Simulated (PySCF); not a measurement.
## Bonding in thioformamide

Compound: thioformamide, CH3NS.
Numbering: `[NH2:1][CH:2]=[S:3]` (hydrogens: H4, H5 on N1; H6 on C2)

Cartesian coordinates in Å at the PBE0-D3(BJ)/def2-TZVP level; atoms count from 1:
```xyz
6
CH3NS angstrom
N     -0.7241    0.0067   -0.0465
C      0.6032    0.0782    0.0676
S      1.6719   -1.0387   -0.4500
H     -1.3227    0.7338    0.3044
H     -1.1367   -0.8006   -0.4854
H      0.9347    0.9937    0.5625
```

Bond orders from the PBE0/pcSseg-2 density (PySCF). Geometry: PBE0-D3(BJ)/def2-TZVP, one conformer, isolated molecule.

Q: Where do the orders between heavy atoms depart from those drawn in the SMILES?

A: The largest departure is 0.290, at N1–C2 (drawn single, 1.290). Drawn single, order above 1.12: N1–C2 (1.290).

Q: Set the Mayer orders of the bonds beside their lengths.

A: 
```csv
bond,drawn as,length (Å),Mayer order
N1–C2,single,1.334,1.290
C2–S3,double,1.630,1.878
N1–H4,single,1.005,0.965
N1–H5,single,1.007,0.954
C2–H6,single,1.092,0.942
```

Q: Sum the orders of all bonds at each heavy atom with more than one neighbour and set the sums beside the valence in the SMILES.

A: N1 3.209 (drawn 3), C2 4.110 (drawn 4). Orders between atoms that aren't bonded are not in these sums.

For a closed shell the Mayer order of atoms A and B is Σ (PS)μν (PS)νμ over the basis functions μ on A and ν on B, with P the density and S the overlap matrix.
